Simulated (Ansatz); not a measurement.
**PH₃+ (doublet): wave-function methods side by side at distance P1–H2 = 1.405 Å, cc-pVDZ**

How much of the correlation energy of PH₃+ (doublet) does each wave-function method recover here?

Program: Ansatz 0.2.0, Gaussian basis. Level of theory: cc-pVDZ, core rule «outside noble gas», up to 5 orbitals frozen. These are calculated values, not measurements.

The runs, in order: UHF; CCSD(T) on ROHF; CCSD(T) on UHF; BCCD(T) on ROHF; CISD as a restricted active space (open shells left free, so some higher excitations enter); CCSDT(Q) on ROHF; CCSDT(Q) on UHF; CCSDTQ on ROHF; CCSDTQ on UHF; CASSCF and MRCISD+Q, 3 electrons in 3 orbitals; CASSCF and NEVPT2, 3 electrons in 3 orbitals; CASSCF and MRCISD+Q, 7 electrons in 7 orbitals; CASSCF and NEVPT2, 7 electrons in 7 orbitals; Full CI.

### Step 1. The system

The geometry derives from a PBE0/def2-TZVP stationary point (not a proven minimum). One bond is set to the value named and the two fragments are kept rigid.

4 atoms, charge 1, spin multiplicity 2.

Atoms are counted from 1 here; the program's logs count them from 0.

Bond lengths: P1–H2 1.405 Å, P1–H3 1.405 Å, P1–H4 1.405 Å. Angles: H2–P1–H3 113.3°, H2–P1–H4 113.3°, H3–P1–H4 113.3°.

### Step 2. UHF

Input file in.yaml:

```yaml
crystal:
  periodic: [false, false, false]
  atoms:
    - {symbol: P, position_ang: [0.000079, -0.000045, -0.032941]}
    - {symbol: H, position_ang: [1.354052, 0.014506, 0.340675]}
    - {symbol: H, position_ang: [-0.690409, 1.166785, 0.334178]}
    - {symbol: H, position_ang: [-0.666085, -1.179917, 0.337423]}
basis:
  gaussian: {orbitals: cc-pVDZ}
total_charge: 1
magnetization: {spin_polarized: true, initial_magnetization: 1}
hamiltonian: {xc: hf}
output: {orbitals: {seedname: orbitals}}
```

Command:

```
$ ansatz run in.yaml --threads 1 --pin off --events-out ev --progress --plain --max-ram 2816MiB --backend cpu
```

The runs that follow: CCSD(T) on ROHF; CCSD(T) on UHF; BCCD(T) on ROHF; CISD as a restricted active space (open shells left free, so some higher excitations enter); CCSDT(Q) on ROHF; CCSDT(Q) on UHF; CCSDTQ on ROHF; CCSDTQ on UHF; CASSCF and MRCISD+Q, 3 electrons in 3 orbitals; CASSCF and NEVPT2, 3 electrons in 3 orbitals; CASSCF and MRCISD+Q, 7 electrons in 7 orbitals; CASSCF and NEVPT2, 7 electrons in 7 orbitals; Full CI.

Q: Predict the results of all the runs planned. Wanted: FCI from the RHF energy; RMP2 from FCI; UMP2 from FCI; RCCSD from FCI; RCCSD(T) from FCI; UCCSD(T) from FCI; RCCSDT(Q) from FCI; UCCSDT(Q) from FCI; NEVPT2 valence from FCI.

**Answer**, as computed:

```
                         quantity                                                                                                  value
          FCI from the ROHF energy                                                                                             -3.7146 eV
                    RMP2 from FCI                                                                                           +78.9 kJ/mol
                    UMP2 from FCI                                                                                           +78.3 kJ/mol
                   RCCSD from FCI                                                                                            +8.8 kJ/mol
                RCCSD(T) from FCI                                                                                            +1.9 kJ/mol
                UCCSD(T) from FCI                                                                                            +1.8 kJ/mol
               RCCSDT(Q) from FCI                                                                                             0.0 kJ/mol
               UCCSDT(Q) from FCI                                                                                             0.0 kJ/mol
          NEVPT2 valence from FCI                                                                                           +64.0 kJ/mol
        MRCISD+Q valence from FCI                                                                                            +1.1 kJ/mol
levels within 1 kcal/mol (43 meV)  RCCSD(T), UCCSD(T), BCCD(T), RCCSDT, UCCSDT, RCCSDT(Q), UCCSDT(Q), RCCSDTQ, UCCSDTQ, MRCISD+Q valence
                    T1 diagnostic                                                                                                  0.017
   effectively unpaired electrons                                                                                                   1.03
```

RCCSD(T) lands +1.9 kJ/mol from the yardstick (0.5 % of the correlation energy). One determinant dominates. Of the multireference levels listed MRCISD+Q valence comes nearest in total energy (+1.1 kJ/mol), which doesn't show that its space is the better one. These misses are within one basis, not against nature; the frozen cores of restricted and unrestricted runs differ, which can shift their rows.

Levels on UHF freeze UHF's core orbitals, full CI those of ROHF, so the U rows can settle a little off it for that reason alone.

With open shells the CI space here admits some higher excitations, so it is larger than plain CISD.
